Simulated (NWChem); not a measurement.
Program: NWChem. System: methylamine (CH5N), charge 0, spin multiplicity 1, at a geometry optimised with PBE0/def2-SVP. Level: CR-CCSD(T)/cc-pVDZ, 2 core orbitals frozen.

Part of the output:

```
             Northwest Computational Chemistry Package (NWChem) 7.3.0
             --------------------------------------------------------

                                NWChem Input Module
                                -------------------

 Scaling coordinates for geometry "geometry" by  1.889725989
 (inverse scale =  0.529177249)

 Turning off AUTOSYM since
 SYMMETRY directive was detected!

                             Geometry "geometry" -> ""
                             -------------------------

 Output coordinates in angstroms (scale by  1.889725989 to convert to a.u.)

  No.       Tag          Charge          X              Y              Z
 ---- ---------------- ---------- -------------- -------------- --------------
    1 C                    6.0000    -0.08736300     0.69040100     0.00000000
    2 N                    7.0000     0.19678500    -0.72785100     0.00000000
    3 H                    1.0000     0.37300400     1.16401000    -0.88172500
    4 H                    1.0000     0.37300400     1.16401000     0.88172500
    5 H                    1.0000    -1.16060100     0.97707800     0.00000000
    6 H                    1.0000    -0.21936300    -1.17627400    -0.81332100
    7 H                    1.0000    -0.21936300    -1.17627400     0.81332100

 Effective nuclear repulsion energy (a.u.)      42.0591031738

            Nuclear Dipole moment (a.u.)
            ----------------------------
        X                 Y               Z
 ---------------- ---------------- ----------------
    -0.0000037795    -0.0000018897     0.0000000000

      Symmetry information
      --------------------

 Group name             Cs
 Group number              2
 Group order               2
 No. of unique centers     5

      Symmetry unique atoms

     1    2    3    5    6


 Summary of "ao basis" -> "" (spherical)
 ------------------------------------------------------------------------------
       Tag                 Description            Shells   Functions and Types
 ---------------- ------------------------------  ------  ---------------------
 *                          cc-pvdz                   on all atoms

 Summary of "ao basis" -> "ao basis" (spherical)
 ------------------------------------------------------------------------------
       Tag                 Description            Shells   Functions and Types
 ---------------- ------------------------------  ------  ---------------------
[...]
            -------------------
      Number of processors :     1
         Wavefunction type : Restricted Hartree-Fock
          No. of electrons :    18
           Alpha electrons :     9
            Beta electrons :     9
           No. of orbitals :   106
            Alpha orbitals :    53
             Beta orbitals :    53
        Alpha frozen cores :     2
         Beta frozen cores :     2
     Alpha frozen virtuals :     0
      Beta frozen virtuals :     0
         Spin multiplicity : singlet
    Number of AO functions :    53
       Number of AO shells :    27
        Use of symmetry is : on
      Symmetry adaption is : on
         Schwarz screening : 0.10D-09

          Correlation Information
          -----------------------
          Calculation type : Coupled-cluster singles & doubles w/ perturbation
   Perturbative correction : Completely renormalized (T)
            Max iterations :      100
        Residual threshold : 0.10D-05
     T(0) DIIS level shift : 0.00D+00
     L(0) DIIS level shift : 0.00D+00
     T(1) DIIS level shift : 0.00D+00
     L(1) DIIS level shift : 0.00D+00
     T(R) DIIS level shift : 0.00D+00
     T(I) DIIS level shift : 0.00D+00
   CC-T/L Amplitude update :  5-th order DIIS
                I/O scheme : Global Array Library
        L-threshold :  0.10D-05
        EOM-threshold :  0.10D-05
 no EOMCCSD initial starts read in
 TCE RESTART OPTIONS
 SLICE:      F
 D4D5:       F
 quantumc:   F
 qrotation:  F
 pwtce:      F
 qducc:      F
 nacto:                         0
 nrotv:                         0
 nrot:                          0

            Memory Information
            ------------------
          Available GA space size is     249033991 doubles
          Available MA space size is     104854836 doubles

 Maximum block size supplied by input
 Maximum block size        24 doubles

 tile_dim =     17

 -------------------------------------------------
   1    alpha     a'     5 doubles       0       1
   2    alpha     a"     2 doubles       5       2
   3    beta      a'     5 doubles       7       1
   4    beta      a"     2 doubles      12       2
   5    alpha     a'    13 doubles      14       5
   6    alpha     a'    14 doubles      27       6
   7    alpha     a"    17 doubles      41       7
   8    beta      a'    13 doubles      58       5
   9    beta      a'    14 doubles      71       6
  10    beta      a"    17 doubles      85       7

 Global array virtual files algorithm will be used

 Parallel file system coherency ......... OK

 4-electron integrals stored in orbital form

 v2    file size   =           873817
 4-index algorithm nr.  13 is used
 imaxsize =       30
 imaxsize ichop =        0


CCSD iterations
 ---------------------------------------------------------
 Iter          Residuum       Correlation     Cpu    Wall
 ---------------------------------------------------------
    1   0.1469470335353  -0.3258413190254     0.1     0.1
    2   0.0418709700346  -0.3477207180912     0.1     0.1
    3   0.0153018259911  -0.3539003013839     0.1     0.1
    4   0.0062471443492  -0.3555656501699     0.1     0.1
    5   0.0027071435591  -0.3561646673184     0.1     0.1
    6   0.0004252282737  -0.3565160941350     0.1     0.1
    7   0.0001623886260  -0.3565432742974     0.1     0.1
    8   0.0000772517401  -0.3565422938616     0.1     0.1
    9   0.0000401640650  -0.3565424179170     0.1     0.1
   10   0.0000225925253  -0.3565426835326     0.1     0.1
   11   0.0000064239803  -0.3565429438052     0.1     0.1
   12   0.0000029639240  -0.3565431152233     0.1     0.1
   13   0.0000017786902  -0.3565431588346     0.1     0.1
   14   0.0000010923492  -0.3565431537799     0.1     0.1
   15   0.0000006957514  -0.3565431498978     0.1     0.1
 -----------------------------------------------------------------
 Iterations converged
 CCSD correlation energy / hartree =        -0.356543149897754
 CCSD total energy / hartree       =       -95.577758859803211

 Singles contributions

 Doubles contributions
 CR-CCSD(T)

 CR-CCSD[T]  correction energy / hartree =        -0.007042053128287
 CR-CCSD[T] correlation energy / hartree =        -0.363585203026041
 CR-CCSD[T] total energy / hartree       =       -95.584800912931499
 CR-CCSD(T)  correction energy / hartree =        -0.006884687202096
 CR-CCSD(T) correlation energy / hartree =        -0.363427837099850
 CR-CCSD(T) total energy / hartree       =       -95.584643547005314

 Task  times  cpu:        7.4s     wall:        7.4s

 Total times  cpu:        7.5s     wall:        7.5s
```

**Question.** Write an NWChem input that would produce this output.

**Answer.** This is not unique; one that fits is 
```
start mol
memory heap 100 mb stack 700 mb global 1900 mb
geometry units angstroms nocenter noautoz
  C     -0.087363     0.690401     0.000000
  N      0.196785    -0.727851     0.000000
  H      0.373004     1.164010    -0.881725
  H      0.373004     1.164010     0.881725
  H     -1.160601     0.977078     0.000000
  H     -0.219363    -1.176274    -0.813321
  H     -0.219363    -1.176274     0.813321
  symmetry group Cs
end
basis spherical
  * library cc-pvdz
end
scf
  rhf
  nopen 0
  maxiter 100
  thresh 1e-7
  semidirect memsize 60000000 filesize 0
end
tce
  freeze core 2
  cr-ccsd(t)
  2eorb
  2emet 13
  thresh 1e-6
  maxiter 100
  tilesize 24
end
task tce energy
```
